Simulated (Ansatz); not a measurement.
fluoromethane (SMILES CF) moved off its minimum; all values from Ansatz (a first-principles code), cores frozen in correlated methods.
(charge 0, multiplicity 1)
```xyz
5

C     -0.56883     0.20604     0.10093
F      0.54264    -0.19364    -0.01731
H     -0.83051     0.10574     1.30857
H     -0.81055     1.12126    -0.18870
H     -1.01334    -0.72982    -0.51309
```

Forces at r2SCAN/def2-TZVPP (eV/Å):

```tsv
atom	Fx	Fy	Fz
C1	-10.343	-5.179	4.165
F2	13.635	-1.925	-0.989
H3	-0.346	0.383	-2.606
H4	-0.925	4.223	-1.759
H5	-2.021	2.497	1.190
```

Problem. Give the forces (eV/Å), the total energy and the dipole at CCSD(T)/aug-cc-pVTZ.

Solution. 
| atom | Fx | Fy | Fz |
|---|---|---|---|
| C1 | -10.966 | -4.965 | 4.325 |
| F2 | 14.092 | -2.117 | -1.040 |
| H3 | -0.283 | 0.378 | -2.721 |
| H4 | -0.886 | 4.178 | -1.767 |
| H5 | -1.956 | 2.526 | 1.202 |
Energy -139.4881 hartree, dipole 0.77 D.
